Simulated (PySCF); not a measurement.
HCl: energy against distance

Set-up: PySCF, no relativity, basis sets H def2-TZVP, Cl def2-TZVP. Energies in eV from H + Cl in their ground configurations at the same level. State: ¹Σ⁺ (singlet), closed shell.

All columns are PBE0. A positive dipole means H(−)Cl(+).

```csv
R (Å),E (eV),μ (D),Mulliken charge on H (basis-dependent),HOMO (eV),LUMO (eV),Mayer bond order,⟨S²⟩
1.101,-3.792,-1.09,0.21,-9.55,1.55,0.98,0.00
1.152,-4.185,-1.13,0.22,-9.51,1.24,0.97,0.00
1.203,-4.409,-1.19,0.24,-9.47,0.89,0.96,0.00
1.242,-4.492,-1.22,0.24,-9.44,0.62,0.96,0.00
1.280,-4.516,-1.26,0.25,-9.41,0.33,0.95,0.00
1.318,-4.492,-1.30,0.26,-9.38,0.04,0.95,0.00
1.370,-4.402,-1.35,0.26,-9.34,-0.36,0.94,0.00
1.434,-4.220,-1.42,0.27,-9.30,-0.87,0.94,0.00
1.510,-3.930,-1.49,0.27,-9.25,-1.46,0.93,0.00
1.613,-3.475,-1.59,0.27,-9.20,-2.21,0.93,0.00
```

A fit through these points gives, at Re = 1.279 Å, μ = -1.26 D and dμ/dR = -1.01 D/Å; the reduced mass is 0.9796 u.

Question: How strong is the fundamental in the double-harmonic approximation, I = 42.26·(dμ/dR)²/μred km/mol?

Answer: I = 42.26·(-1.01)²/0.9796 = 44.0 km/mol at PBE0.
